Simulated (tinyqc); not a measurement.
Orbital energy against energy difference: ionisation energy by orbital energies and by energy differences in the cc-pvdz basis, for H2O, spin multiplicity 1. Computed by the program tinyqc with PySCF. 

Geometry (angstrom):
```
atom       x        y       z
O     0.0000   0.0000  0.0000
H     0.0000   0.6740  0.6350
H     0.0000  -0.6760  0.6370
```

CCSD(T) difference in the same basis = 12.1777 eV

IP-EOM-CCSD = 12.0210 eV

The cation is unrestricted; errors are against CCSD(T) in this basis, not against experiment.

First vertical ionisation energy (eV):
```
method     -e(HOMO)  E(cation) - E  error of -e(HOMO)  error of the difference
HF          13.5819      10.970847             1.4043                  -1.2068
LDA          6.3623      12.859549            -5.8154                   0.6819
PBE          6.2641      12.508016            -5.9136                   0.3303
B3LYP        7.9874      12.544374            -4.1903                   0.3667
PBE0         8.3565      12.426048            -3.8212                   0.2484
CAM-B3LYP    9.8841      12.537764            -2.2936                   0.3601
LC-wPBE     11.3512      12.585515            -0.8264                   0.4078
```

Koopmans errs by +1.40 eV and Delta-HF by -1.21 eV: relaxation, 2.61 eV, lowers the value and the missing correlation difference works against it. The PBE level is off by -5.9 eV through the wrong tail of its potential, though its energy difference is off by +0.33 eV; exact exchange deepens the level, and among the orbital energies LC-wPBE comes closest; among the differences PBE0 does.
